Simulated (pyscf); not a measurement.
Optimised with ωB97X-D3(BJ)/def2-SVP in PySCF.

Q: [Cl–Ga–SeH]• + HCl → Cl–Ga(Cl)–SeH + H•
Surface: doublet. Broken: Cl–H. Formed: Cl–Ga. Give ΔE‡ and ΔE from r²SCAN/def2-TZVP, relative to the separated reactants.

A: ΔE‡ = 52.5 kJ/mol, ΔE = +29.0 kJ/mol. ωB97M-D3(BJ)/def2-TZVP gives 88.2 kJ/mol and +31.9 kJ/mol. Zero-point energy shifts the barrier by -11.2 kJ/mol. It is an atom transfer, with an imaginary mode of 1126i cm⁻¹. On the reactant side the descent ends in a complex, 24.8 kJ/mol under the separated species and 103.5 kJ/mol under the saddle at ωB97X-D3(BJ)/def2-TZVP. At ωB97X-D3(BJ)/def2-TZVP the barrier from the zero used here is 78.7 kJ/mol. This is the saddle that the search found; another between the same sides may lie lower. The angle at the transferred Cl is 178°. Elements up to Kr have no core potential and no relativistic terms here.
